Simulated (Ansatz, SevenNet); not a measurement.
For 3C-SiC, the machine-learned potential SevenNet-l3i5 (trained on PBE and PBE+U data) gives:

- lattice constant a = 4.380 Å
- enthalpy of formation = -0.207 eV/atom

Problem. What does r²SCAN0 (Ansatz, a first-principles code, plane waves, PAW) give for the same quantities?

Solution. 
- lattice constant a: 4.337 Å (falls by 1.0 %)
- formation enthalpy: -0.343 eV/atom (moves by -0.136 eV/atom)

For comparison: lattice constant a 4.346 Å (measured, static lattice: zero-point anharmonic expansion removed, our sources range from 4.341 to 4.348; as tabulated in Mejia-Rodriguez and Trickey (2018), arXiv:1807.09216); formation enthalpy -0.358 eV/atom (measured, 0 K, zero-point vibrations removed by harmonic ab initio phonons, 0 K static; as tabulated in Harl and Kresse (2009), doi:10.1103/physrevlett.103.056401).

Changes are worked out from the printed values.

Unless a cell is named, each level is at its own relaxed cell (SevenNet-l3i5 10.50, r²SCAN0 10.20 Å³/atom).

Ansatz's density-functional and Hartree–Fock values are scalar-relativistic unless marked +SOC, with PAW data made under PBE.
